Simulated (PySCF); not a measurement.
## A search over the determinants of BCl

Unrestricted PBE0; basis B def2-TZVPPD, Cl def2-TZVPPD; no relativity; PySCF 2.14. Outer shells of the fragments: B 2s2 2p1; Cl 3s2 3p5.

Followed along the bond (rough minima from three points):

```tsv
2Ms+1	unpaired	⟨S²⟩ at the start	R at minimum (Å)	Te (eV)
1	none	0.00	1.72	0.00
3	σ ↑, π ↑	2.01	none in the scan	≤ 2.12
```

Solutions found at the starting distance of 1.785 Å, counted from the lowest of them; the search is not exhaustive and high or unbound solutions are not listed, so other states can lie among these:

| 2Ms+1 | unpaired | term | E (eV) | ⟨S²⟩ | ⟨Lz²⟩ | μ (D) |
| --- | --- | --- | --- | --- | --- | --- |
| 1 | none | ¹Σ⁺ | 0.00 | 0.00 | 0.00 | 1.13 |
| 3 | σ ↑, π ↑ | ³Π | 2.15 | 2.01 | 1.00 | -0.41 |
| 1 | σ ↑, π ↓ | mixed | 3.04 | 1.01 | 1.01 | -0.05 |
| 3 | π ↑↑ | mixed | 6.39 | 2.02 | 2.02 | 4.36 |
| 3 | σ ↑↑ | ³Σ⁺ | 6.59 | 2.01 | 0.00 | -4.22 |
| 3 | π ↑↑ | mixed | 6.70 | 2.01 | 2.02 | 4.38 |
| 1 | π ↑↓ | mixed | 6.73 | 1.01 | 2.02 | 4.38 |
| 1 | π ↑↓ | mixed | 7.13 | 1.00 | 2.01 | -1.28 |

A term symbol is given only where ⟨S²⟩ and ⟨Lz²⟩ are close to those of a pure state; real π, δ and φ orbitals otherwise mix terms. A positive dipole means B(−)Cl(+).

Counting both spins, an empty level lies below a filled one in some of these solutions, because spin and occupation are held.
